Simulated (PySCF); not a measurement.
Compound: cyclobutyl chloride, C4H7Cl.
Cartesian coordinates in Å at the PBE0-D3(BJ)/def2-SVP level; atoms count from 1:
```
atom  x, y, z in Å
Cl1    0.0573   -3.0175    0.3249
C2     0.2149   -1.3984   -0.4040
C3     1.1968   -0.4092    0.2298
C4     0.1729    0.7003   -0.0867
C5    -0.9152   -0.3890   -0.1841
H6     0.4225   -1.5561   -1.4719
H7     1.2712   -0.5898    1.3124
H8     2.2087   -0.3462   -0.1958
H9     0.3682    1.1742   -1.0605
H10    0.0335    1.4907    0.6645
H11   -1.6898   -0.3088   -0.9603
H12   -1.3968   -0.5638    0.7894
```

Level of theory: core-valence-separated Tamm–Dancoff BHandHLYP/aug-pcX-1 (pcseg-1 on H, def2-SVPD on Cl) in PySCF, non-relativistic, gas phase, PBE0-D3(BJ)/def2-SVP geometry. Absolute energies from this functional tend to lie a few eV below measured edges; no shift was applied.

(1) What does the C 1s absorption edge look like?

## Answers

(1) 
| E (eV) | f | core hole on | main final orbital |
| --- | --- | --- | --- |
| 285.25 | 0.0673 | C2 | LUMO+4 (40 %) |
| 285.76 | 0.0097 | C4 | LUMO (84 %) |
| 285.88 | 0.0286 | C3/C5 | LUMO (2 roots, f summed) |
| 286.00 | 0.0023 | C3/C5 | spread |
| 286.00 | 0.0637 | C3/C5 + C4 | LUMO+1 (2 roots, f summed) |
| 286.42 | 0.0375 | C3/C5 | LUMO+1 (2 roots, f summed) |
| 286.63 | 0.0119 | C4 | LUMO+2 (73 %) |
| 286.84 | 0.0005 | C3/C5 | LUMO+2 (2 roots, f summed) |
| 286.91 | 0.0027 | C4 | LUMO+3 (33 %) |
| 287.18 | 0.0211 | C2 | LUMO+1 (52 %) |
| 287.39 | 0.0136 | C3/C5 | LUMO+3 (2 roots, f summed) |
| 287.53 | 0.0038 | C4 | LUMO+4 (46 %) |
| 287.86 | 0.0187 | C3/C5 | spread (2 roots, f summed) |

The first line with a tenth or more of the strongest one's intensity is at 285.25 eV (f = 0.067), with the hole on C2 (sp3 C–Cl carbon). It is also the strongest listed.

Roots within 0.03 eV whose holes lie on the same, on equivalent or on shared atoms are summed into one line, and the highest roots are left out, as the search may have cut off their partners. Final orbitals are the ground state's empty Kohn–Sham orbitals.

Q: What is the summed oscillator strength of the listed C K lines, and their intensity-weighted mean energy?

A: Σf = 0.281 over 13 lines from 285.25 to 287.86 eV; the weighted mean is 286.19 eV. The strongest line holds 24 % of the sum.

The ionisation thresholds weren't computed; near and above them a finite basis only mimics Rydberg series and continuum.

Rough CPU time on one thread of a shared machine: about 20 s.

One conformer stands for the species.
